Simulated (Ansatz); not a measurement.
**HF/3-21G run of CH6AlN (SMILES C[NH][AlH2])**

Aim: the vertical ionisation energy of CH6AlN at HF/3-21G, from 2 runs. 

Program for the calculation: Ansatz 0.2.0.

35 further runs of the same task are left out: 35 set aside as unsound or not needed. Runs told in other sessions of the task aren't counted.

**1. The structure to begin with**

CH6AlN has 9 atoms, charge 0, and is taken as a singlet. SMILES: `C[NH][AlH2]`. The coordinates come from a PBE0-D4/def2-TZVP relaxation.

Bond lengths: C1–N2 1.447 Å, N2–Al3 1.767 Å, C1–H4 1.097 Å, C1–H5 1.097 Å, C1–H6 1.093 Å, N2–H7 1.010 Å, Al3–H8 1.584 Å, Al3–H9 1.584 Å. Some angles: C1–N2–Al3 128.6°, C1–N2–H7 111.9°, Al3–N2–H7 119.5°, N2–C1–H4 112.4°, N2–C1–H5 112.3°, N2–C1–H6 109.8°, N2–Al3–H8 117.5°, N2–Al3–H9 117.5°, H4–C1–H5 107.6°, H4–C1–H6 107.2°.

**2. The energy at HF/3-21G**

File molecule.yaml:

```yaml
crystal:
  periodic: [false, false, false]
  atoms:
    - symbol: C
      position_ang: [-0.384500, 0.934700, -0.771700]
    - symbol: N
      position_ang: [0.340000, -0.253200, -0.374200]
    - symbol: Al
      position_ang: [0.335300, -1.074400, 1.190900]
    - symbol: H
      position_ang: [-1.074800, 0.743900, -1.602200]
    - symbol: H
      position_ang: [0.284400, 1.748600, -1.076000]
    - symbol: H
      position_ang: [-0.981000, 1.302600, 0.066800]
    - symbol: H
      position_ang: [0.905500, -0.619100, -1.126300]
    - symbol: H
      position_ang: [1.234400, -2.369900, 1.339700]
    - symbol: H
      position_ang: [-0.570900, -0.459500, 2.335900]
basis:
  gaussian: {orbitals: 3-21G.json}
hamiltonian: {xc: hf}
accuracy: high
output: {orbitals: {seedname: orbitals}}
```

The basis set 3-21G is read from a file made from the Basis Set Exchange's data (not shown).

Run with:

```
$ ansatz run molecule.yaml --threads 1 --pin off --max-ram 2610MiB --events-out events.jsonl --progress --plain --runs-dir runs
```

The program printed:

```text
Warning: RAYON_NUM_THREADS=1 ignored (pool sized by the plan → 1); use --threads N
Functional definition: HF
  name "HF"
  exchange = exact_x
  correlation = 0
1029 factors; integrals over basis functions are off by at most 5.7e-9 eV
mean field evaluation 1: about -9138.0983 eV, gradient 2.7e1 eV
mean field evaluation 2: about -9138.0922 eV, gradient 2.7e1 eV
mean field evaluation 4: about -9139.7303 eV, gradient 2.2e0 eV
mean field evaluation 8: about -9139.7455 eV, gradient 1.7e-4 eV
mean field -9139.74553027 eV, -335.8794530954 hartree, gradient 2.0e-8 eV, S^2 0.000000; 0 other end points of the search recorded, 0 dependent functions left out
reference -9139.74553027 eV, -335.8794530954 hartree; 16, 16 occupied and 27, 27 virtual orbitals, 1029 factors
Total energy: -9139.74553027 eV, -335.8794530954 hartree
```

Wall time 0.4 s (1 thread of Arm Neoverse V2, shared host).

**3. The doublet cation, same level**

File molecule.yaml:

```yaml
crystal:
  periodic: [false, false, false]
  atoms:
    - {symbol: C, position_ang: [-0.384500, 0.934700, -0.771700]}
    - {symbol: "N", position_ang: [0.340000, -0.253200, -0.374200]}
    - {symbol: Al, position_ang: [0.335300, -1.074400, 1.190900]}
    - {symbol: H, position_ang: [-1.074800, 0.743900, -1.602200]}
    - {symbol: H, position_ang: [0.284400, 1.748600, -1.076000]}
    - {symbol: H, position_ang: [-0.981000, 1.302600, 0.066800]}
    - {symbol: H, position_ang: [0.905500, -0.619100, -1.126300]}
    - {symbol: H, position_ang: [1.234400, -2.369900, 1.339700]}
    - {symbol: H, position_ang: [-0.570900, -0.459500, 2.335900]}
basis:
  gaussian:
    orbitals: 3-21G.json
total_charge: 1
magnetization:
  spin_polarized: true
  initial_magnetization: 1
hamiltonian:
  xc: hf
accuracy: high
output: {orbitals: {seedname: orbitals}}
```

The basis set 3-21G is read from a file made from the Basis Set Exchange's data (not shown).

Run with:

```
$ ansatz run molecule.yaml --threads 1 --pin off --max-ram 2610MiB --events-out events.jsonl --progress --plain --runs-dir runs
```

The program printed:

```text
Warning: RAYON_NUM_THREADS=1 ignored (pool sized by the plan → 1); use --threads N
[... 4 set-up lines as earlier in the session ...]
1028 factors; integrals over basis functions are off by at most 5.7e-9 eV
mean field evaluation 1: about -9122.5359 eV, gradient 3.6e1 eV
mean field evaluation 2: about -9122.7890 eV, gradient 3.6e1 eV
mean field evaluation 4: about -9131.2901 eV, gradient 1.0e1 eV
mean field evaluation 8: about -9132.2274 eV, gradient 5.9e-1 eV
mean field evaluation 16: about -9132.2341 eV, gradient 1.8e-8 eV
mean field evaluation 32: about -9128.2005 eV, gradient 2.4e0 eV
mean field evaluation 64: about -9126.9331 eV, gradient 3.3e0 eV
mean field -9132.23412367 eV, -335.6034139942 hartree, gradient 3.0e-8 eV, S^2 0.759938; 1 other end points of the search recorded, 0 dependent functions left out
reference -9132.23412367 eV, -335.6034139942 hartree; 16, 15 occupied and 27, 28 virtual orbitals, 1028 factors
Total energy: -9132.23412367 eV, -335.6034139942 hartree
```

Run time: 0.99 s. Hardware: 1 thread of Arm Neoverse V2, shared host; peak memory 0.12 GiB.

**4. Summary of results**

At HF/3-21G:

| quantity | value |
| --- | --- |
| singlet CH6AlN: total energy | -335.87945 Eh |
| singlet CH6AlN: HOMO energy | -9.72 eV |
| singlet CH6AlN: LUMO energy | 2.19 eV |
| singlet CH6AlN: HOMO–LUMO gap | 11.91 eV |
| doublet cation: total energy | -335.60341 Eh |
| doublet cation: HOMO energy (highest over α and β) | -16.63 eV |
| doublet cation: LUMO energy (lowest over α and β) | -6.03 eV |
| doublet cation: ⟨S²⟩ | 0.760 |
| vertical ionisation energy (to the doublet cation) | 7.511 eV |

**Reading.** The vertical ionisation energy comes to 7.51 eV (173 kcal/mol). The negative HOMO energy of the first species, 9.72 eV, lies 2.21 eV above that difference.
